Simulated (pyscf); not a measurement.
# Four-centre exchange: H₃C–SnH₃ + hydrogen (H₂) -> methane (CH₄) + SnH₄

Gas phase, singlet surface, charge 0. Bonds broken: C1–Sn2, H9–H10. Bonds formed: C1–H9, Sn2–H10. Single points on ωB97X-D3(BJ)/def2-SVP structures (PySCF, gas phase).

Transition state (Å):

```xyz
10

C     -0.2945     1.1330    -0.4063
Sn    -0.1882    -1.0985     1.0717
H     -0.1898     1.2867     0.6675
H      0.4215     1.7203    -1.0059
H     -0.6305     0.2224    -0.9019
H     -0.3884    -0.9502     2.7633
H     -0.9851    -2.4709     0.4358
H      1.4863    -1.2759     0.7617
H     -1.7200     0.8920     0.1572
H     -1.9240     0.1466     0.7207
```

One imaginary mode, 1356i cm⁻¹; descent along it reached the two sides named.

| bond | change | reactant side (Å) | saddle | product side |
|---|---|---|---|---|
| C1–Sn2 | breaks | 2.148 | 2.7 | 4.2 |
| H9–H10 | breaks | 0.760 | 0.956 | 2.9 |
| C1–H9 | forms | 3.2 | 1.552 | 1.099 |
| Sn2–H10 | forms | 3.4 | 2.165 | 1.706 |

Electronic energies relative to the separated reactants (kcal/mol):

```
level                   barrier  reaction energy  reverse barrier
----------------------  -------  ---------------  ---------------
ωB97X-D3(BJ)/def2-TZVP     81.8             -9.6             91.4
PBE/def2-TZVP              68.8            -11.2             80.0
r²SCAN/def2-TZVP           73.5            -11.0             84.5
B3LYP-D3(BJ)/def2-TZVP     75.2            -11.3             86.5
PBE0-D3(BJ)/def2-TZVP      74.4            -11.2             85.7
M06-2X/def2-TZVP           80.6             -8.9             89.5
ωB97M-D3(BJ)/def2-TZVP     79.0            -11.8             90.8
HF/def2-TZVP              100.1            -16.0            116.1
```

With ωB97M-D3(BJ)/def2-TZVP energies and thermal terms (ideal gas, 1 atm, RRHO with modes under 100 cm⁻¹ raised to 100, one conformer, R ln 2 for chiral ones without a mode under 150 cm⁻¹), in kcal/mol:

| T (K) | ΔH‡ | ΔG‡ | ΔH | ΔG |
|---|---|---|---|---|
| 298 | 79.4 | 87.1 | -9.4 | -9.5 |
| 600 | 78.6 | 95.3 | -10.8 | -8.9 |
| 900 | 78.5 | 103.7 | -11.9 | -7.7 |
| 1200 | 78.7 | 112.0 | -12.6 | -6.2 |

From the product side, SnH₃• + H• + CH₄ lies, by one bond made or cut, 11.5 kcal/mol under this saddle at ωB97M-D3(BJ)/def2-TZVP. The same reactants have a lower exit, to H₃C–SnH: [singlet] + H₂ + H₂ (barrier +63.9 kcal/mol at ωB97M-D3(BJ)/def2-TZVP, against +79.0 kcal/mol here). This is the saddle that the search found; another between the same sides may lie lower. Elements past Kr carry the def2 core potentials, without spin-orbit coupling.
